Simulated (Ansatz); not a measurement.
C4H6O can be A, `C=CCC=O`, or B, `CC#COC`.

Isolated molecules relaxed with PBE0-D4/def2-TZVP in Ansatz; ΔE leaves out vibrations. CCSD(T)/CBS is the MP2 limit (def2-TZVPP, def2-QZVPP) plus CCSD(T) − MP2 in def2-TZVPP, frozen cores. DFT in def2-TZVPP. B3LYP here is the variant with VWN-RPA as its local correlation; programs differ in this. One conformer a species, not always the lowest.

(1) Which isomer does CCSD(T)/CBS put lower? Give the gap. (Best estimate.)

(2) Give E(B) − E(A) in kcal/mol with B2PLYP, CCSD/def2-TZVPP, ωB97M-V, CCSD(T)/def2-TZVPP, PBE-D4, r2SCAN-D4, B3LYP-D4. (Best estimate.)

Largest T1 diagnostic: 0.013.

Results:

(1) Ansatz gave: A, by 36.8 kcal/mol.

(2) Ansatz gave: B2PLYP 35.2, CCSD/def2-TZVPP 37.0, ωB97M-V 36.5, CCSD(T)/def2-TZVPP 37.2, PBE-D4 35.8, r2SCAN-D4 36.5, B3LYP-D4 35.8. None reverses the order clearly.

The D4 term adds +1.0 kcal/mol with B3LYP and +0.5 kcal/mol with PBE0; it sums over pairs of atoms, weighted by their polarisabilities, and B3LYP, whose exchange is more repulsive, gets the larger term.
